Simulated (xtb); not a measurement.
HCl, triplet, at a GFN2-xTB geometry of the parent state (a higher spin typed on purpose: for a closed-shell molecule this is an excited state); GFN0-xTB (xtb).

Input for xtb:
```
$ xtb mol.xyz --gfn 0 --chrg 0 --uhf 2 --json

# file mol.xyz
2

Cl    -0.00000000    -0.00000000    -0.07094563
H      0.00000000     0.00000000     1.20607566
```

### Question
Write the output that xtb gives for this input, abridged.

### Answer

```
   ID    Z sym.   atoms
    1   17 Cl     1
    2    1 H      2

           -------------------------------------------------
          |                Calculation Setup                |
           -------------------------------------------------

           -------------------------------------------------
          |                 G F N 0 - x T B                 |
           -------------------------------------------------

          ...................................................
          :                      SETUP                      :
          :.................................................:
          :  # basis functions                  12          :
          :  # atomic orbitals                  11          :
          :  # shells                            5          :
          :  # electrons                         8          :
          :  electronic temp.          300.0000000     K    :
          :  accuracy                    1.0000000          :
          :  -> integral cutoff          0.2500000E+02      :
          :  -> integral neglect         0.1000000E-07      :
          ...................................................

         :::::::::::::::::::::::::::::::::::::::::::::::::::::
         ::                     SUMMARY                     ::
         :::::::::::::::::::::::::::::::::::::::::::::::::::::
         :: total energy              -4.576209113879 Eh    ::
         :: gradient norm              0.147040176209 Eh/a0 ::
         :: HOMO-LUMO gap              2.383405416116 eV    ::
         ::.................................................::
         :: H0 energy                 -4.573157143113 Eh    ::
         :: repulsion energy           0.009438246460 Eh    ::
         :: electrostat energy        -0.012424986252 Eh    ::
         :: -> Gsolv                   0.000000000000 Eh    ::
         ::    -> Gsasa                0.000000000000 Eh    ::
         ::    -> Gshift               0.000000000000 Eh    ::
         :: dispersion energy         -0.000065230975 Eh    ::
         :: short-range corr.          0.000000000000 Eh    ::
         :: add. restraining           0.000000000000 Eh    ::
         :: total charge               0.000000000000 e     ::
         :::::::::::::::::::::::::::::::::::::::::::::::::::::

           -------------------------------------------------
          |                Property Printout                |
           -------------------------------------------------

    * Orbital Energies and Occupations

         #    Occupation            Energy/Eh            Energy/eV
      -------------------------------------------------------------
         1        2.0000           -0.9712084             -26.4279
         2        2.0000           -0.5464386             -14.8694
         3        1.5000           -0.4510808             -12.2745
         4        1.5000           -0.4510808             -12.2745
         5        1.0000           -0.1833039              -4.9880 (HOMO)
         6                         -0.0957154              -2.6045 (LUMO)
         7                         -0.0644728              -1.7544
         8                         -0.0644728              -1.7544
         9                         -0.0644728              -1.7544
        10                         -0.0644728              -1.7544
        11                          0.4402670              11.9803
      -------------------------------------------------------------
                  HL-Gap            0.0875885 Eh            2.3834 eV
             Fermi-level            0.0000000 Eh            0.0000 eV

     #   Z          covCN         q      C6AA      α(0)
     1  17 Cl       0.844    -0.193   103.160    15.525
     2   1 H        0.844     0.193     1.144     1.676

 Mol. C6AA /au·bohr⁶  :        126.008281
 Mol. C8AA /au·bohr⁸  :       4805.469646
 Mol. α(0) /au        :         17.201726

Wiberg/Mayer (AO) data.
largest (>0.10) Wiberg bond orders for each atom

 ---------------------------------------------------------------------------
     #   Z sym  total        # sym  WBO       # sym  WBO       # sym  WBO
 ---------------------------------------------------------------------------
     1  17 Cl   1.045 --     2 H    1.045
     2   1 H    1.045 --     1 Cl   1.045
 ---------------------------------------------------------------------------

Topologies differ in total number of bonds
Writing topology from bond orders to xtbtopo.mol

 dipole moment from electron density (au)
     X       Y       Z
   0.0000  -0.0000   0.0846  total (Debye):    0.215

           -------------------------------------------------
          | TOTAL ENERGY               -4.576209113879 Eh   |
          | GRADIENT NORM               0.147040176209 Eh/α |
          | HOMO-LUMO GAP               2.383405416116 eV   |
           -------------------------------------------------

normal termination of xtb
```
